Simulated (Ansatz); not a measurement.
**LiC+ (triplet): from Hartree-Fock to the top rungs at distance C1–Li2 = 7.876 Å, aug-cc-pVTZ**

An exercise on one series of results from a longer session: the logs are not shown, and one member is left open.

Computed with Ansatz 0.2.0, Gaussian basis. Level: aug-cc-pVTZ, core rule «outside noble gas», up to 2 orbitals frozen.

The runs, in order: UHF; CCSD(T) on ROHF; CCSD(T) on UHF; BCCD(T) on ROHF; CCSDT(Q) on ROHF; CCSDT(Q) on UHF; Full CI.

39 further runs of the same task are left out: 19 for a known fault of the program, 15 that didn't finish, 5 set aside as unsound or not needed.

### The geometry

The geometry derives from a PBE0/def2-TZVP stationary point (not a proven minimum). One bond is set to the value named and the two fragments are kept rigid.

2 atoms, charge 1, spin multiplicity 3.

Atoms are counted from 1 here; the program's logs count them from 0.

No contacts short enough for the rule that draws bonds.

Coordinates:

```xyz
2
charge 1, multiplicity 3
C     0.00000    0.00000    0.00000
Li    0.00000    0.00000    7.87600
```

Set-up of the first run:

in.yaml reads:

```yaml
crystal:
  periodic: [false, false, false]
  atoms:
    - {symbol: C, position_ang: [0.000000, 0.000000, 0.000000]}
    - {symbol: Li, position_ang: [0.000000, 0.000000, 7.876000]}
basis:
  gaussian: {orbitals: aug-cc-pVTZ}
total_charge: 1
magnetization: {spin_polarized: true, initial_magnetization: 2}
hamiltonian: {xc: hf}
output: {orbitals: {seedname: orbitals}}
```

Run with:

```console
ansatz run in.yaml --threads 1 --pin off --events-out ev --progress --plain --max-ram 2393MiB
```

Among the steps run: UHF; CCSD(T) on ROHF; CCSD(T) on UHF; BCCD(T) on ROHF; CCSDT(Q) on ROHF; CCSDT(Q) on UHF; Full CI.

One of the session's tables, all rows but one given; the rest of the session is left out.

It belongs to the step «Misses and costs». 

```
   method  from FCI (meV)
     ROHF         +2596.6
      UHF         +2461.5
     RMP2          +622.0
     UMP2          +618.0
    RCCSD           +76.1
    UCCSD           +71.4
 RCCSD(T)           +14.1
 UCCSD(T)           +12.3
  BCCD(T)           +14.2
   RCCSDT            +0.5
   UCCSDT               ?
RCCSDT(Q)            -0.6
UCCSDT(Q)            -2.4
      FCI               0
```

Estimate the missing values for UCCSDT.

The run gave: from FCI (meV): -1.4. In the column «from FCI (meV)» it lies between UCCSDT(Q) (-2.4) and RCCSDT(Q) (-0.6).

To keep in mind: UCCSDT(Q) falls below full CI: unrestricted runs freeze a spin-polarised core, another one than full CI's, and coupled cluster isn't variational. Levels on UHF freeze UHF's core orbitals, full CI those of ROHF, so the U rows can settle a little off it for that reason alone. Restricted and unrestricted rows rest on different reference determinants; where their highest levels disagree by more than a few hundredths of an eV, they describe different states and don't form one ladder.
